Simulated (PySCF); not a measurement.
## Reproducing measurements on CFCl3

**Experimental background.**

NIST CCCBDB Release 22 (SRD 101), experimental dipoles lists, for the gas: dipole moment (microwave Stark effect, vibrational ground state) 0.46 ± 0.02 D.

The results are set against them at the end.

Compound: CFCl3.
Numbering: `[F:1][C:2]([Cl:3])([Cl:4])[Cl:5]`

Structure used (GFN2-xTB), in Å, numbered top down from 1:
```xyz
5
CCl3F angstrom
F      0.060   -0.141    1.396
C      0.005   -0.006    0.067
Cl    -0.458    1.661   -0.313
Cl     1.603   -0.371   -0.604
Cl    -1.201   -1.140   -0.563
```

Runs made with PySCF (gas phase, on this GFN2-xTB geometry; no spin–orbit coupling):

```tsv
level	job	basis functions	wall time
B3LYP/IGLO-II	shieldings	149	5.9 s
B97-D/IGLO-II	shieldings	149	6.6 s
BLYP/IGLO-II	shieldings	149	6.6 s
BP86/IGLO-II	shieldings	149	7.8 s
HF/IGLO-II	shieldings	149	3.1 s
KT2/IGLO-II	shieldings	149	6.8 s
KT3/IGLO-II	shieldings	149	6.8 s
LDA/IGLO-II	shieldings	149	5.1 s
OPBE/IGLO-II	shieldings	149	6.8 s
PBE/IGLO-II	shieldings	149	6.9 s
PW91/aug-pcSseg-1	shieldings	151	8.8 s
X3LYP/aug-pcSseg-1	shieldings	151	7.5 s
```

Hardware: one thread, Intel Xeon at 2.30 GHz (x86_64), shared host.

**Comparison with experiment**

**Dipole moment.** Measured: 0.46 D (NIST CCCBDB Release 22 (SRD 101), experimental dipoles).

```json
{"level": "B3LYP/IGLO-II", "computed (D)": "0.55", "computed − measured (D)": "+0.09", "% (from the printed values)": "+20"}
{"level": "B97-D/IGLO-II", "computed (D)": "0.43", "computed − measured (D)": "-0.03", "% (from the printed values)": "-7"}
{"level": "BLYP/IGLO-II", "computed (D)": "0.49", "computed − measured (D)": "+0.03", "% (from the printed values)": "+7"}
{"level": "BP86/IGLO-II", "computed (D)": "0.44", "computed − measured (D)": "-0.02", "% (from the printed values)": "-4"}
{"level": "HF/IGLO-II", "computed (D)": "0.67", "computed − measured (D)": "+0.21", "% (from the printed values)": "+46"}
{"level": "KT2/IGLO-II", "computed (D)": "0.47", "computed − measured (D)": "+0.01", "% (from the printed values)": "+2"}
{"level": "KT3/IGLO-II", "computed (D)": "0.43", "computed − measured (D)": "-0.03", "% (from the printed values)": "-7"}
{"level": "LDA/IGLO-II", "computed (D)": "0.51", "computed − measured (D)": "+0.05", "% (from the printed values)": "+11"}
{"level": "OPBE/IGLO-II", "computed (D)": "0.33", "computed − measured (D)": "-0.13", "% (from the printed values)": "-28"}
{"level": "PBE/IGLO-II", "computed (D)": "0.44", "computed − measured (D)": "-0.02", "% (from the printed values)": "-4"}
{"level": "PW91/aug-pcSseg-1", "computed (D)": "0.30", "computed − measured (D)": "-0.16", "% (from the printed values)": "-35"}
{"level": "X3LYP/aug-pcSseg-1", "computed (D)": "0.38", "computed − measured (D)": "-0.08", "% (from the printed values)": "-17"}
```

Closest is KT2/IGLO-II (+0.01 D), furthest HF/IGLO-II (+0.21 D); one molecule doesn't rank methods. The computed dipoles belong to one fixed geometry; measured ones are averaged over vibrations unless marked μe. Magnitudes are compared, not signs.

The geometry is computed, not the measured one. Where a level misses, the cause wasn't examined.
